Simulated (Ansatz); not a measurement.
# A ladder of methods for AlH3S (SMILES [AlH2][SH])

AlH3S has 5 atoms, charge 0, and is taken as a singlet. SMILES: `[AlH2][SH]`. Geometry: relaxed at PBE0-D4/def2-TZVP.

| atom | x (Å) | y (Å) | z (Å) |
| --- | --- | --- | --- |
| Al | -0.6161 | -0.0642 | -0.1817 |
| S | 1.1291 | -0.3431 | 1.0966 |
| H | -1.9817 | -0.6501 | 0.3511 |
| H | -0.4411 | 0.6960 | -1.5564 |
| H | 1.9597 | 0.2878 | 0.2490 |

Quantity: the energy change with the Al1–H3 bond stretched from 1.579 to 2.368 Å, in eV. The values are calculated.

```json
{"level": "HF/STO-3G (restricted)", "kind": "Hartree–Fock", "program": "Ansatz", "value (eV)": "4.33", "less FCI/STO-3G": "+1.13", "CPU time (all runs)": "0.24 s"}
{"level": "SVWN5/STO-3G (restricted)", "kind": "LDA", "program": "Ansatz", "value (eV)": "3.22", "less FCI/STO-3G": "+0.02", "CPU time (all runs)": "1.6 s"}
{"level": "PBE/STO-3G (restricted)", "kind": "GGA", "program": "Ansatz", "value (eV)": "3.11", "less FCI/STO-3G": "-0.09", "CPU time (all runs)": "2.3 s"}
{"level": "r2SCAN/STO-3G (restricted)", "kind": "meta-GGA", "program": "Ansatz", "value (eV)": "3.34", "less FCI/STO-3G": "+0.14", "CPU time (all runs)": "5.5 s"}
{"level": "PBE0/STO-3G (restricted)", "kind": "global hybrid", "program": "Ansatz", "value (eV)": "3.48", "less FCI/STO-3G": "+0.28", "CPU time (all runs)": "2.3 s"}
{"level": "r2SCAN0/STO-3G (restricted)", "kind": "hybrid meta-GGA", "program": "Ansatz", "value (eV)": "3.62", "less FCI/STO-3G": "+0.42", "CPU time (all runs)": "5.6 s"}
{"level": "MP2/STO-3G (restricted)", "kind": "perturbation theory", "program": "Ansatz", "value (eV)": "3.73", "less FCI/STO-3G": "+0.53", "CPU time (all runs)": "0.27 s"}
{"level": "BCCD(T)/STO-3G (restricted)", "kind": "coupled cluster or CI", "program": "Ansatz", "value (eV)": "3.21", "less FCI/STO-3G": "+0.01", "CPU time (all runs)": "0.4 s"}
{"level": "CCSD/STO-3G (restricted)", "kind": "coupled cluster or CI", "program": "Ansatz", "value (eV)": "3.24", "less FCI/STO-3G": "+0.04", "CPU time (all runs)": "0.32 s"}
{"level": "FCI/STO-3G", "kind": "exact in the basis", "program": "Ansatz", "value (eV)": "3.20", "less FCI/STO-3G": "0.00", "CPU time (all runs)": "2.3 s"}
```

FCI/STO-3G is exact within its basis and frozen core, so for wave-function methods in that basis the difference is their error; functionals converge differently with the basis, so for them it is only a difference. Spin-restricted single references rise too steeply as a bond breaks, Hartree–Fock most of all. The first shape isn't each level's own minimum. The values span 3.11 to 4.33 eV. All rows use very small basis sets, so even the best lies far from the true value. CPU times are rough (shared hosts, several kinds of processor): they show what a rung costs within a factor of a few.
